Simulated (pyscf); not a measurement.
A first-order saddle from PySCF, ωB97X-D3(BJ)/def2-SVP:

```xyz
12

O     -0.5479     0.3920     0.2612
B     -1.0884    -0.2820    -0.8280
O     -0.1893    -0.8002    -1.7131
O     -2.4444    -0.3570    -0.9022
H      0.4749     0.6370     0.6476
H     -0.5656    -1.2662    -2.4649
H     -2.7944    -0.8271    -1.6641
Si    -0.9091     1.3391     1.8643
H      0.8305     1.1968     1.5791
H     -2.3823     1.1634     1.6080
H     -0.7515     2.8230     1.9000
H     -0.7176     0.6660     3.1828
```

Surface: singlet, charge 0. Lowest wavenumbers (cm⁻¹): 1328i, 23, 79, 133, 193.

Question: Which two sides does it connect, and which bonds change?

Answer: boric acid (HO–B(OH)–OH) + silane (SiH₄) <-> HO–B(OH)–O–SiH₃ + hydrogen (H₂), a four-centre exchange read from left to right: H–O, H–Si broken and O–Si, H–H formed. At ωB97M-D3(BJ)/def2-TZVP it lies +1.94 eV from the left side and +2.62 eV from the right (each side as separated species at their lowest minima found). This is the saddle that the search found; another between the same sides may lie lower.
